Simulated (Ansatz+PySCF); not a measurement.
The numbers below are computed, except where a source is named.
## Ansatz (development build ahead of 0.2.0) run

```yaml
crystal:
  periodic: [false, false, false]
  atoms:
    - { symbol: H, position_ang: [0.0, 0.0, -1.40791] }
    - { symbol: F, position_ang: [0.0, 0.0, 0.15643] }
basis:
  gaussian: { orbitals: "6-31G" }
hamiltonian:
  xc: pbe0
scf:
  omitted_lower_state_checks: [stability, starts, atomic_configurations, cluster_reference, orbital_swaps, given_window_search, neighbouring_geometries, increment]
output:
  forces: true
```

The input is written out in the form of the current development build from the run's settings.

Results

```
Converged                       : yes
Total energy                    : -100.19159 hartree
Spin squared of the determinant : 0.000
```

Forces (eV/Å):
```csv
atom,Fx,Fy,Fz
H1,0.000,0.000,5.599
F2,0.000,0.000,-5.599
```
